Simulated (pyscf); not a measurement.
Insertion: H₂As–AsH₂ + SiH₂ [singlet] → H₃Si–AsH–AsH₂

Gas phase, singlet surface, charge 0. Bonds broken: As1–H3. Bonds formed: As1–Si7, H3–Si7. Structures and frequencies: ωB97X-D3(BJ)/def2-SVP in PySCF.

Transition state (Å):

```xyz
9

As    -0.7041     1.1214    -0.5806
As     1.5678     0.4896    -0.0323
H     -1.6152     0.1580     0.5549
H     -1.0503    -0.1798    -1.3180
H      1.7864    -0.2246    -1.3618
H      1.1767    -0.8055     0.6596
Si    -1.1756     1.1371     1.8660
H     -0.9207    -0.2561     2.3945
H     -2.6723     1.2741     1.9715
```

One imaginary mode, 350i cm⁻¹; descent along it reached the two sides named, in the forms told below.

| bond | change | reactant side (Å) | saddle | product side |
|---|---|---|---|---|
| As1–H3 | breaks | 1.607 | 1.746 | 3.2 |
| As1–Si7 | forms | 2.7 | 2.492 | 2.347 |
| H3–Si7 | forms | 1.852 | 1.694 | 1.491 |

Electronic energies relative to the separated reactants (eV):

```json
[
 {"level": "ωB97X-D3(BJ)/def2-TZVP", "barrier": "-0.49", "reaction energy": "-3.13", "reverse barrier": "2.63"},
 {"level": "PBE/def2-TZVP", "barrier": "-0.63", "reaction energy": "-2.79", "reverse barrier": "2.16"},
 {"level": "r²SCAN/def2-TZVP", "barrier": "-0.63", "reaction energy": "-3.00", "reverse barrier": "2.37"},
 {"level": "B3LYP-D3(BJ)/def2-TZVP", "barrier": "-0.35", "reaction energy": "-2.77", "reverse barrier": "2.43"},
 {"level": "PBE0-D3(BJ)/def2-TZVP", "barrier": "-0.61", "reaction energy": "-2.98", "reverse barrier": "2.37"},
 {"level": "M06-2X/def2-TZVP", "barrier": "-0.38", "reaction energy": "-2.79", "reverse barrier": "2.41"},
 {"level": "ωB97M-D3(BJ)/def2-TZVP", "barrier": "-0.25", "reaction energy": "-2.70", "reverse barrier": "2.46"},
 {"level": "HF/def2-TZVP", "barrier": "0.58", "reaction energy": "-2.51", "reverse barrier": "3.08"}
]
```

With ωB97M-D3(BJ)/def2-TZVP energies and thermal terms (ideal gas, 1 atm, RRHO with modes under 100 cm⁻¹ raised to 100, one conformer, R ln 2 for chiral ones without a mode under 150 cm⁻¹), in eV:

```tsv
T (K)	ΔH‡	ΔG‡	ΔH	ΔG
298	-0.22	0.26	-2.57	-2.11
600	-0.21	0.76	-2.55	-1.65
900	-0.19	1.24	-2.51	-1.20
1200	-0.16	1.71	-2.47	-0.77
```

On the reactant side the descent ends in an adduct with a As–Si contact, 0.60 eV under the separated species and 0.11 eV under the saddle at ωB97X-D3(BJ)/def2-TZVP. At ωB97X-D3(BJ)/def2-TZVP, PBE, r²SCAN, B3LYP-D3(BJ), PBE0-D3(BJ), M06-2X, ωB97M-D3(BJ) the saddle lies under the separated reactants, which points to a path from their complex (located at ωB97X-D3(BJ) alone). What is counted as formed (As–Si) is already present as a longer contact in the reactant adduct; forming that adduct is a step of its own. From the product side, H₃Si–AsH• + AsH₂• lies, by one bond made or cut, 0.28 eV under this saddle at ωB97M-D3(BJ)/def2-TZVP. This is the saddle that the search found; another between the same sides may lie lower. Elements up to Kr have no core potential and no relativistic terms here.
